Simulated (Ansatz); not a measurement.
A calculation with Ansatz (development build ahead of 0.2.0).

```yaml
crystal:
  periodic: [false, false, false]
  atoms:
    - { symbol: O, position_ang: [0.0, 0.0, 0.0] }
    - { symbol: O, position_ang: [0.0, 0.0, 2.016] }
basis:
  gaussian: { orbitals: "6-31G" }
total_charge: 1
magnetization:
  spin_polarized: true
  initial_magnetization: 1
hamiltonian:
  xc: pbe0
scf:
  omitted_lower_state_checks: [starts, atomic_configurations, cluster_reference, orbital_swaps, given_window_search, neighbouring_geometries, increment]
output:
  forces: true
```

The input is written out in the form of the current development build from the run's settings.

The run gave:

```json
{
  "Converged": "yes",
  "Total energy": "-149.51762 hartree",
  "Spin squared of the determinant": "2.723",
  "Stability test": "minimum"
}
```

Forces (eV/Å):
```csv
atom,Fx,Fy,Fz
O1,0.000,0.000,-0.676
O2,0.000,0.000,0.676
```

Caution: the unrestricted determinant is a mixture of spin states.
